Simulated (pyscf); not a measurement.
Elementary routes open to H₂B–Cl (SMILES BCl) + SiH₄ (SMILES [SiH4]) in the gas phase (singlet surface):
A. H₂B–SiH₃ (SMILES B[SiH3]) + HCl (SMILES Cl) (B–Cl, H–Si broken; B–Si, Cl–H formed)
B. BH₃ (SMILES B) + H₃Si–Cl (SMILES [SiH3]Cl) (B–Cl, H–Si broken; B–H, Cl–Si formed)

Optimised with ωB97X-D3(BJ)/def2-SVP in PySCF. Correlated levels are frozen-core, on RHF or UHF. ΔMP2 is the change of the MP2 total energy from the triple- to the quadruple-zeta basis.

### Question
Rank the routes by free-energy barrier at 900 K, lowest first, for CCSD(T)/def2-TZVPP + ΔMP2(QZVPP) energies (ideal gas, 1 atm, RRHO with modes under 100 cm⁻¹ raised to 100, one conformer, R ln 2 for rigid chiral ones).

### Answer
B (189.0 kJ/mol), A (253.7 kJ/mol)

Route B is the fastest of these, ahead of the next by 64.7 kJ/mol. The most stable products are those of B (ΔG = +11.7 kJ/mol), so kinetics and thermodynamics agree. At 298 K B is still the fastest. A: On the product side the descent ends in a complex (not fully relaxed), 28.2 kJ/mol under the separated species and 47.4 kJ/mol under the saddle at ωB97X-D3(BJ)/def2-TZVP. B: On the product side the descent ends in a complex, 26.9 kJ/mol under the separated species and 60.4 kJ/mol under the saddle at ωB97X-D3(BJ)/def2-TZVP. Only these routes are compared; each barrier is that of the saddle found, and lower ones may exist. The CCSD(T) − MP2 part came from Ansatz, without density fitting, on the same reference.
